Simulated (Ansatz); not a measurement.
Input file:

```yaml
crystal:
  periodic: [false, false, false]
  atoms:
    - {symbol: Na, position_ang: [0.000000, 0.000000, 0.000000]}
    - {symbol: Na, position_ang: [0.000000, 0.000000, 3.152524]}
basis:
  gaussian: {orbitals: STO-3G}
magnetization: {spin_polarized: true, initial_magnetization: 0}
correlation: {method: mp2, electrons: all}
output: {forces: true}
```

```sh
$ ansatz run in.yaml --threads 1 --pin off --events-out ev --progress --plain --max-ram 2393MiB
```

Output:

```
165 factors; integrals over basis functions are off by at most 2.6e-4 eV
mean field evaluation 1: about -8688.7696 eV, gradient 1.9e0 eV
mean field evaluation 2: about -8688.7715 eV, gradient 1.9e0 eV
mean field evaluation 4: about -8688.8450 eV, gradient 6.6e-2 eV
mean field evaluation 8: about -8688.8449 eV, gradient 1.3e-4 eV
mean field evaluation 16: about -8690.1326 eV, gradient 4.7e-5 eV
mean field evaluation 32: about -8688.8449 eV, gradient 4.6e-4 eV
mean field -8690.13262999 eV, -319.3564837687 hartree, gradient 6.7e-6 eV, S^2 0.862332; 6 other end points of the search recorded, 0 dependent functions left out
reference -8690.13262999 eV, -319.3564837687 hartree; 11, 11 occupied and 7, 7 virtual orbitals, 165 factors
second order -2.26832630 eV of doubles, -0.00000000 eV of singles
the calculation of the forces begins
Total energy: -8692.40095629 eV, -319.4398432227 hartree
Atom 0 at     0.000000     0.000000     0.000000 Å, force     0.000000     0.000000     1.603037 eV/Å
Atom 1 at     0.000000     0.000000     3.152524 Å, force    -0.000000    -0.000000    -1.603037 eV/Å
Dipole moment:     0.000000    -0.000000    -0.000000 e Å
```

Forces (eV/Å):
```
Na   0.000  0.000  1.603
Na   0.000  0.000 -1.603
```

Ran on 1 thread of Arm Neoverse V1, shared host: 0.18 s wall, 0.06 GiB peak host memory.
